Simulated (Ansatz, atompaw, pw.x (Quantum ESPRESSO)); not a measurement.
What a changed setting does to a pw.x run (diamond Sn)

Potential: PAW, atompaw 4.2.0.5, PBE; core [Kr] 4d10, reference 5s2 5p2; waves: 5s (bound): rc 2.20 bohr; 5s channel at -0.2 Ry: rc 2.20 bohr; 5p (bound): rc 2.20 bohr; 5p channel at 1.4 Ry: rc 2.10 bohr; local part: ultrasoft scheme with l = 2 at 0 Ry, radius 2.00 bohr; core correction: smooth core density matched at 1.55 bohr; augmentation: gaussian compensation charge, radius 1.85 bohr; PAW radius 2.20 bohr; waves and projectors: custom polynom vanderbiltortho.

The reference run (k-mesh 8³, cutoffs 40/400 Ry, Fermi–Dirac 0.01 Ry, mixing_beta 0.4, conv_thr 1e-9, no spin) gives -0.29 GPa at 36.775 Å³/atom, where all-electron LAPW gives 0.16 GPa. This run, with its own iteration cap, changes k-mesh points per axis to 4.

```
&control
  calculation='scf', prefix='x', pseudo_dir='./', outdir='./tmp', tstress=.true., disk_io='none'
/
&system
  ibrav=0, nat=2, ntyp=1, ecutwfc=40, ecutrho=400, nbnd=11,
  occupations='smearing', smearing='fd', degauss=0.01
/
&electrons
  conv_thr=1e-09, mixing_beta=0.4, electron_maxstep=50
/
ATOMIC_SPECIES
Sn 1.0 Sn.UPF
CELL_PARAMETERS angstrom
  0.00000000 3.32545361 3.32545361
  3.32545361 0.00000000 3.32545361
  3.32545361 3.32545361 0.00000000
ATOMIC_POSITIONS crystal
Sn 0.0000 0.0000 0.0000
Sn 0.2500 0.2500 0.2500
K_POINTS automatic
4 4 4 0 0 0
```

```bash
pw.x < Sn.scf.in > Sn.scf.out
```

How does the run end?

It converges in 10 iterations; the free energy moves by +83.2 meV/atom and the pressure by +0.59 GPa.

```
Message from routine setup:
     using ibrav=0 with symmetry is DISCOURAGED, use correct ibrav instead
     lattice parameter (alat)  =       8.8872  a.u.
     unit-cell volume          =     496.3400 (a.u.)^3
     number of electrons       =         8.00
     number of Kohn-Sham states=           11
     kinetic-energy cutoff     =      40.0000  Ry
     charge density cutoff     =     400.0000  Ry
     scf convergence threshold =      1.0E-09
     Exchange-correlation= SLA PW PBX PBC
     number of k points=     8  Fermi-Dirac smearing, width (Ry)=  0.0100
     negative rho (up, down):  6.840E-02 0.000E+00
     iteration #  1     ecut=    40.00 Ry     beta= 0.40
     c_bands:  1 eigenvalues not converged
     negative rho (up, down):  6.336E-02 0.000E+00
     total energy              =    -667.76875454 Ry
     estimated scf accuracy    <       0.02128967 Ry
     iteration #  2     ecut=    40.00 Ry     beta= 0.40
     negative rho (up, down):  5.536E-02 0.000E+00
     total energy              =    -667.76855438 Ry
     estimated scf accuracy    <       0.00727408 Ry
     iteration #  3     ecut=    40.00 Ry     beta= 0.40
     negative rho (up, down):  5.453E-02 0.000E+00
     total energy              =    -667.76892339 Ry
     estimated scf accuracy    <       0.00003624 Ry
     [... 4 iterations left out ...]
     iteration #  8     ecut=    40.00 Ry     beta= 0.40
     negative rho (up, down):  5.316E-02 0.000E+00
     total energy              =    -667.76916738 Ry
     estimated scf accuracy    <       0.00000002 Ry
     iteration #  9     ecut=    40.00 Ry     beta= 0.40
     negative rho (up, down):  5.318E-02 0.000E+00
     total energy              =    -667.76916739 Ry
     estimated scf accuracy    <          3.3E-09 Ry
     iteration # 10     ecut=    40.00 Ry     beta= 0.40
     negative rho (up, down):  5.317E-02 0.000E+00
     the Fermi energy is     3.5700 ev
!    total energy              =    -667.76916739 Ry
     estimated scf accuracy    <          1.4E-10 Ry
     smearing contrib. (-TS)   =      -0.00264556 Ry
     The total energy is F=E-TS. E is the sum of the following terms:
     one-electron contribution =       4.49873781 Ry
     hartree contribution      =       1.09037004 Ry
     xc contribution           =     -34.68281845 Ry
     ewald contribution        =     -13.71516117 Ry
     one-center paw contrib.   =    -624.95765006 Ry
     convergence has been achieved in  10 iterations
     negative rho (up, down):  5.317E-02 0.000E+00
          total   stress  (Ry/bohr**3)                   (kbar)     P=        2.99
     Message from routine punch:
     Nothing written, as per user request (disk_io='none')
```

The run took about 5.3 s on one core of a shared host (Intel(R) Xeon(R) 6975P-C, 192 threads, 378 GiB, load 22).
